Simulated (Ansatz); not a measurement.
System: C$_{2}$H$_{5}$O$_{2}$ (charge +1, singlet). It need not be the lowest isomer of its formula. SMILES: C(C)(=[OH+])O
Coordinates optimised at B3LYP-D3(BJ)/def2-TZVP (Ansatz, a first-principles code):
```
C
O 1 1.2749
H 2 0.9794 1 113.93
O 1 1.2853 2 116.78 3 0.50
H 4 0.9742 1 114.63 2 179.86
C 1 1.4727 2 118.87 3 -178.47
H 6 1.0867 1 110.43 2 -15.17
H 6 1.0914 7 110.83 1 122.90
H 6 1.0966 7 108.90 8 118.64
```
Charge +1, spin multiplicity 1.

Parts of the frozen-core correlation energy in 6-31G (Ansatz, hartree). Frozen orbitals: 4; correlated occupied orbitals by spin: 12 and 12; virtual: 30 and 30. No spin-orbit coupling. No relativistic terms.

| term | value |
|---|---|
| reference (HF) | -228.00846 |
| MP2 opposite-spin | -0.31267 |
| MP2 same-spin | -0.10199 |
| CCSD correlation | -0.43756 |
| (T) | -0.01128 |
| T1 diagnostic | 0.017 |
| largest doubles amplitude | 0.054 |
